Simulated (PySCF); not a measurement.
Which level of theory gave which numbers?

Species: C₃H₂ClN₂ (charge -1).
SMILES: `Clc1cn[n-]c1`

The closed-shell ground state was solved 7 times with PySCF (density fitting, gas phase), always with PBE0, in these basis sets: 6-311+G(2d,p), 6-31G, IGLO-III, aug-cc-pVDZ, pcSseg-0, pcSseg-1 and pcSseg-2. Geometry: PBE0-D3(BJ)/def2-SVP; no solvent, vibrations or thermal averaging. The geometry's basis has no diffuse functions, a weakness for an anion. No diffuse functions stand in 6-31G, pcSseg-0, pcSseg-1 and pcSseg-2, which bears on an anion's orbital energies.

```
row  total energy (Eh)  HOMO (eV)  LUMO (eV)
  P          -683.7477      -0.92       6.52
  Q          -684.9307      -1.46       5.03
  R          -684.6944      -0.94       6.24
  S          -684.7771      -1.31       5.98
  T          -684.9194      -1.39       5.49
  U          -684.9031      -1.52       3.72
  V          -684.8686      -1.53       3.25
```

**Question.** Which basis belongs to which row?

**Answer.** P = pcSseg-0, Q = pcSseg-2, R = 6-31G, S = pcSseg-1, T = IGLO-III, U = 6-311+G(2d,p), V = aug-cc-pVDZ. From the lowest total energy up: pcSseg-2 (251 functions) 0 eV; IGLO-III (239 functions) +0.31 eV; 6-311+G(2d,p) (182 functions) +0.75 eV; aug-cc-pVDZ (160 functions) +1.69 eV; pcSseg-1 (119 functions) +4.18 eV; 6-31G (62 functions) +6.43 eV; pcSseg-0 (62 functions) +32.19 eV.
